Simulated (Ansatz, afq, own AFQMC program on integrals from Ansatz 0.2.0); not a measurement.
Integrals from Ansatz 0.2.0, then the random walk in our own AFQMC program (afq).

```yaml
crystal:
  periodic: [false, false, false]
  atoms:
    - {symbol: Si, position_ang: [-0.177802, 1.636349, 0.952567]}
    - {symbol: N, position_ang: [0.356837, 0.409533, -0.168323]}
    - {symbol: Si, position_ang: [-0.317928, -1.173720, -0.394328]}
    - {symbol: Cl, position_ang: [0.779360, -2.634116, 0.589996]}
    - {symbol: H, position_ang: [0.432214, 1.671108, 2.327976]}
    - {symbol: H, position_ang: [1.145228, 0.651409, -0.767081]}
    - {symbol: H, position_ang: [-1.688722, -1.173131, 0.175175]}
    - {symbol: H, position_ang: [-0.288387, -1.531932, -1.838282]}
basis:
  gaussian: {orbitals: def2-TZVP}
magnetization: {spin_polarized: true, initial_magnetization: 2}
correlation: {method: ccsd_t, electrons: outside_noble_gas, hamiltonian_folder: ham}
```

```sh
$ ansatz run in.yaml --threads 1 --pin off --events-out ev --progress --plain --max-ram 24576MiB --backend cuda --devices 0, --max-vram 18GiB
```

afq runs on the folder ham with

```
--method phaseless --trial hf --walkers 300 --populations 10 --least-time 40 --time-step 0.005 --steps-per-block 20 --equilibration-blocks 112 --max-blocks 4000 --target-error 0.0014999999999999998 --factor-cut 1e-05 --start spin_pure --seed 8935 --taylor-order 6
```

Times are imaginary, in 1/Eh. The walk had a cap of 92 s. With eight or more populations the least sampling time is a fifth of least-time, and the error comes from their spread.

afq prints:

```
orbitals 150  electrons 13 11  factors 1039 of 1046
reference energy -1094.23085864 Eh
CCSD correlation -0.63363397 Eh in 14 cycles, weight of the determinant in the CISD state 0.7809
energy of the start -1094.230952 Eh
 block  time / (1/Eh)  mean weight  energy / Eh
     1     0.100  1.0021  -1094.403176
     2     0.200  1.0058  -1094.524326
     3     0.300  1.0048  -1094.595872
     4     0.400  1.0058  -1094.652887
     5     0.500  1.0047  -1094.689877
    10     1.000  1.0016  -1094.831073
    45     4.500  0.9995  -1094.841310
    56     5.600  0.9982  -1094.899389
   111    11.100  1.0009  -1094.908638
   166    16.600  0.9989  -1094.897996
   221    22.100  1.0003  -1094.896338
   276    27.600  1.0007  -1094.913216
   331    33.100  0.9999  -1094.917461
   386    38.600  1.0010  -1094.895835
   441    44.100  0.9980  -1094.890681
   452    45.200  1.0006  -1094.895397
error from the spread of 10 populations
energy -1094.895443 +/- 0.001469 Eh
(rows thinned)
```

The run passed its tests (sampling time, drift between the halves within three errors, error under three times the target), which doesn't prove that it has relaxed.

Against this walk (error 40.0 meV) on the same determinant: CCSD(T) 135.7 meV higher, the released energy of a separate walk with a CISD trial 42.2 ± 48.0 meV higher (within the noise), a separate phaseless walk with a CISD trial and standard settings 89.3 ± 43.0 meV higher. The error is statistical and leaves out the bias of the constraint.

Cautions: constraint bias not in the error.

The walk took 36 s on 1 × NVIDIA H100 80GB HBM3 with 2 threads of AMD EPYC 7R13 Processor (Zen 3), with other jobs on the host (the card was shared). The log's last line is the phaseless energy.
